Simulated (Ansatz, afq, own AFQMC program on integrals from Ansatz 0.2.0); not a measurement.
AFQMC on a folder of integrals that Ansatz 0.2.0 wrote.

```yaml
crystal:
  periodic: [false, false, false]
  atoms:
    - {symbol: B, position_ang: [0.000000, 0.000000, -0.316775]}
    - {symbol: N, position_ang: [0.000000, 0.000000, -2.546775]}
    - {symbol: N, position_ang: [0.000000, 0.000000, 0.935125]}
    - {symbol: H, position_ang: [0.000000, 0.000000, 1.928425]}
basis:
  gaussian: {orbitals: cc-pVDZ}
magnetization: {spin_polarized: false, initial_magnetization: 2}
correlation: {method: ccsd_t, electrons: outside_noble_gas, hamiltonian_folder: ham}
```

```sh
$ ansatz run in.yaml --threads 1 --pin off --events-out ev --progress --plain --max-ram 16896MiB --backend cuda --devices 0, --max-vram 18GiB
```

afq runs on the folder ham with

```
--method phaseless --trial cisd --walkers 4000 --populations 20 --least-time 60 --time-step 0.005 --steps-per-block 50 --equilibration-blocks 40 --max-blocks 4000 --target-error 0.00045 --factor-cut 1e-05 --start spin_pure --seed 1821 --release-times 0.24,0.51,0.99,1.62,2.4 --release-step 0.03 --release-every 3 --taylor-order 6
```

Times are imaginary, in 1/Eh. The walk had a cap of 143 s. With eight or more populations the least sampling time is a fifth of least-time, and the error comes from their spread.

afq prints:

```
orbitals 44  electrons 8 6  factors 327 of 449
reference energy -134.00335899 Eh
CCSD correlation -0.39550500 Eh in 17 cycles, weight of the determinant in the CISD state 0.7869
energy of the start -134.398862 Eh
 block  time / (1/Eh)  mean weight  energy / Eh
     1     0.250  0.9994  -134.390502
     2     0.500  1.0003  -134.395825
     3     0.750  0.9998  -134.400476
     4     1.000  1.0000  -134.404249
     5     1.250  1.0001  -134.406395
     8     2.000  1.0000  -134.410700
    11     2.750  1.0000  -134.414574
    17     4.250  0.9998  -134.415745
    23     5.750  1.0000  -134.415578
    29     7.250  1.0001  -134.417500
    35     8.750  0.9999  -134.415337
    39     9.750  1.0004  -134.419956
    41    10.250  0.9998  -134.416233
    47    11.750  1.0001  -134.416551
    53    13.250  0.9995  -134.414329
    59    14.750  0.9999  -134.418251
    65    16.250  1.0002  -134.416712
    71    17.750  0.9998  -134.415135
    77    19.250  1.0001  -134.417226
    83    20.750  1.0004  -134.418080
    89    22.250  1.0002  -134.416613
error from the spread of 20 populations
released: time / (1/Eh)  energy / Eh  error  mean overlap
  0.24  -134.417336  0.000275  1.0021
  0.51  -134.417870  0.000268  0.9992
  0.99  -134.418227  0.000279  0.9962
  1.62  -134.419211  0.000386  0.9869
  2.40  -134.418981  0.000565  0.9837
energy -134.417049 +/- 0.000265 Eh
(rows thinned)
```

The run passed its tests (sampling time, drift between the halves within three errors, error under three times the target), which doesn't prove that it has relaxed.

Against this walk (error 7.2 meV) on the same determinant: CCSD(T) 37.5 meV higher, CCSDT(Q) 54.2 meV lower. The error is statistical and leaves out the bias of the constraint. The released energies are still falling (meV from the phaseless value at times in 1/Eh: -8 ± 7 at 0.24, -22 ± 7 at 0.51, -32 ± 8 at 0.99, -59 ± 11 at 1.62, -53 ± 15 at 2.40), so they give no level; they do show a bias of the constraint, and the last of them that isn't too noisy lies 5 meV below CCSDT(Q). CCSDT(Q) is the surest value here, so the walk's 54 meV above it is most likely the bias of the constraint with this trial, which can have either sign.

Cautions: constraint bias not in the error; lower spins were not checked; higher spins were not checked; a spin-contaminated unrestricted determinant lies lower (UHF 1.30 eV lower, ⟨S²⟩ 2.77); strong correlation (T1 0.044, weight of the determinant 0.79, largest double 0.21).

The walk took 42 s on 1 × NVIDIA H100 80GB HBM3 with 2 threads of AMD EPYC 7R13 Processor (Zen 3) (shared host) (the card was shared). The log's last line is the phaseless energy.

CCSDT and higher add their correlation energy to the determinant of the CCSD(T) run, since their own runs factorise the integrals more tightly (a shift of under 2 meV). A walk keeps the symmetry of its determinant, which the program's search chose and which needn't be the lowest solution, so a lower state of the same spin and another symmetry isn't excluded.
